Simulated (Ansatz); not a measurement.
**How well does each level of theory give the Γ–Γ gap of zinc-blende GaSb?**

Reference value: 0.81 eV (measured, 0 K, recommended value of a review; gaps at 0 K; as tabulated in Vurgaftman et al. (2001), doi:10.1063/1.1368156).

Question: What do r²SCAN+SOC, HSE06+SOC, PBE0+SOC give, and how far is each from the reference?

Answer: 
```
level (code)         value (eV)  difference (eV)
-------------------  ----------  ---------------
r²SCAN+SOC (Ansatz)        0.33            -0.48
HSE06+SOC (Ansatz)         0.67            -0.14
PBE0+SOC (Ansatz)          1.23            +0.42
```

Once the reference is moved by up to 0.15 eV (a margin picked here for doubts on the reference and the settings, and for temperature and zero-point motion) and values within 0.03 eV count as equal, the nearest can be HSE06+SOC (-0.14 eV) or PBE0+SOC (+0.42 eV).

Density-functional gaps are differences of (generalised) Kohn–Sham levels of a static lattice; semilocal ones lie below quasiparticle gaps as a rule. Measured gaps hold zero-point and thermal shifts unless a correction is named.  Values are at the measured cell. Cutoffs and k meshes differ between the levels. Ansatz's density-functional and Hartree–Fock values are scalar-relativistic unless marked +SOC, with PAW data made under PBE.

Differences are worked out from the printed values.

Ansatz is a quantum-chemistry and plane-wave program.
